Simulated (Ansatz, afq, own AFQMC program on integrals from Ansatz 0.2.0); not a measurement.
GaBPH, singlet → GaBPH⁺, doublet

```xyz
4

Ga    0.0000   -0.2748    2.2912
B     0.0000   -0.2972    0.0627
P     0.0000   -0.3214   -1.6468
H     0.0000    0.8934   -0.7071
```

Connectivity, by distances: Ga–B–P, 1 bridging H.

E(doublet, charge +1) − E(singlet, charge +0) at this geometry, on RHF and ROHF determinants.

Basis cc-pVDZ. Noble-gas cores (and the filled d shells of Ga–Kr and In–Xe) are frozen. Ansatz 0.2.0 and our own AFQMC program on the same integrals; the CISD trial comes from CCSD amplitudes, and released means the phaseless constraint is let go. Free projection: walkers drawn from exp(T), propagated without any constraint. Its projection time is finite, and what remains of the start isn't in its error. ± is one standard error of the sampling. No spin–orbit coupling. The errors of all members are added in quadrature.

No full CI on the walks' own integrals is used here; CCSDT(Q) serves as the reference and is uncertain by about the last step of the cluster series. Each member takes its own surest rung, up to full CI.

Errors are counted within cc-pVDZ, not against nature.

Cautions: inner d shell frozen; no relativity below Rb; no spin-orbit coupling; GaBPH (singlet): higher spins were not checked, raised T1 diagnostic (T1 0.021, weight of the determinant 0.82, largest double 0.08); GaBPH⁺ (doublet): higher spins were not checked, a spin-contaminated unrestricted determinant lies lower (UHF 315 meV lower, ⟨S²⟩ 1.11), the released energies are still falling, so no released level is given (meV from the phaseless value at times in 1/Eh: 27 ± 21 at 0.24, -1 ± 14 at 0.51, -10 ± 19 at 0.99, -43 ± 24 at 1.62, -76 ± 34 at 2.40), though the last usable value meets CCSDT(Q) within the noise, the ph-AFQMC/HF walk drifts between its halves (2.2 errors).

Reference (CCSDT(Q)): 7.703 eV.

| level | vertical ionization energy (eV) | error against CCSDT(Q) (eV) |
| --- | --- | --- |
| HF | 7.316 | -0.387 |
| MP2 | 7.610 | -0.093 |
| CCSD | 7.749 | 0.046 |
| CCSD(T) | 7.711 | 0.008 |
| CCSDT | 7.707 | 0.004 |
| ph-AFQMC/HF | 7.608 ± 0.078 | -0.094 ± 0.078 |
| ph-AFQMC/CISD | 7.715 ± 0.032 | 0.013 ± 0.032 |
| free AFQMC | 7.663 ± 0.033 | -0.040 ± 0.033 |

Correlation beyond CCSD(T) takes off 0.008 eV. The perturbative (T) step is worth −0.038 eV.

Free projections are given only where their last times agree within the noise and don't stop above the reference; a slow remainder of the start can still hide under it.
